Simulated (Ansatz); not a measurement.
## H3S⁺, triplet: the ladder up to full CI

Geometry: displaced at random from a stationary point.

```xyz
4

S     0.0074   -0.0364   -0.0011
H    -0.1575    1.3295    0.0105
H    -0.0808   -0.0585    1.5225
H     0.0023   -0.1138   -1.4996
```

Basis 6-31G; Ansatz 0.2.0. Only valence electrons are correlated (noble-gas cores frozen), which leaves 8 electrons in 14 orbitals. Prefix R: restricted or restricted open-shell reference; prefix U: unrestricted. Active spaces: valence = (8e, 7o) chosen from the atoms' valence shells.

Full CI is exact within this basis and frozen core; it isn't the basis-set limit. The frozen core follows each run's orbitals, which can shift R against U totals by a few meV.

For open shells CISD and CISDTQ are restricted-active-space CI with the open shells as a complete middle space.

The UHF ⟨S²⟩ is 2.046. The T1 diagnostic (RCCSD) is 0.0242, the largest doubles amplitude (RCCSD) is 0.120 and the T1 diagnostic (UCCSD) is 0.0163.

```
   level  E − E(RHF) (eV)
     UHF          -0.2952
    RMP2          -1.6868
    UMP2          -1.6757
   RCCSD          -2.2683
   UCCSD          -2.2716
RCCSD(T)          -2.2905
UCCSD(T)          -2.2913
```

(1) Estimate how far full CI in 6-31G lies from RCCSD(T). The table doesn't fix it; the size of (T) and the diagnostics are the guide.

(1) Full CI in 6-31G lies 0.8 kJ/mol below RCCSD(T), which is 38 % of the (T) step (-2.1 kJ/mol). A doubles amplitude is large, and the rest is a large part of (T).

The other levels:

```csv
level,E − E(full CI) (kJ/mol),share of correlation (%),wall time
CISD,9.0,95.95,0.21 s
BCCD(T),0.8,99.65,0.21 s
RCCSDT,0.1,99.96,–
UCCSDT,0.1,99.97,–
CISDTQ,0.1,99.95,0.78 s
RCCSDT(Q),0.0,99.99,0.66 s
UCCSDT(Q),0.0,100.00,0.6 s
RCCSDTQ,0.0,100.00,7 s
UCCSDTQ,0.0,100.00,7 s
CASSCF (valence space),67.4,69.62,–
NEVPT2 (valence space),14.8,93.31,1.4 s
MRCISD (valence space),1.4,99.38,–
MRCISD+Q (valence space),0.5,99.80,1.8 s
```

The correlation energy at full CI, counted from RHF, is -2.299 eV. That run took 2.5 s on 1 thread of Arm Neoverse V1, shared host over 1,002,001 determinants.

Times hold each run's SCF and search for its determinant on a shared host, so for small cases they say little of a method's own cost; they ran on 1 thread of Arm Neoverse V1.

The full-CI state has the irrep A of C1, in the program's axes.

Natural occupations of full CI about the gap: 1.988 1.963 1.951 1.001 0.997 0.047 0.034 0.005 0.004 0.003; effectively unpaired electrons, Σ n²(2−n)², 2.03.
